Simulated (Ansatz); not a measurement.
Reaction (SMILES): ClC=C + 3 [H][H] (H2) → 2 C (CH4) + Cl (HCl)
B3LYP-D3(BJ)/def2-TZVP geometries, fixed; electronic energies without zero-point terms.

Core correlation in the energy of full hydrogenation at MP2 with Ansatz (a program for electronic structure), in kcal/mol: frozen core against 1s of Al to Cl frozen alone. Core-valence sets carry the plain set on hydrogen. Costs are rough ratios of core time on shared machines of one kind.

```tsv
basis	functions, most	frozen core	1s of Al to Cl frozen alone	core term (second minus first)	cost over frozen core
cc-pV(D+d)Z	66	-77.43	-77.92	-0.48	-
cc-pCVDZ	78	-77.46	-77.70	-0.25	-
cc-pV(T+d)Z	141	-76.60	-77.63	-1.03	-
cc-pCVTZ	187	-76.35	-76.41	-0.06	-
cc-pwCVTZ	187	-76.31	-76.37	-0.06	-
cc-pV(Q+d)Z	264	-75.83	-76.82	-0.99	-
cc-pwCVQZ	367	-75.62	-75.69	-0.07	1×
cc-pCVQZ	367	-75.67	-75.75	-0.08	1×
```

The largest core-valence set, cc-pCVQZ, gives a core term of -0.08 kcal/mol; the valence set cc-pV(Q+d)Z, which lacks functions for the core, gives -0.99.
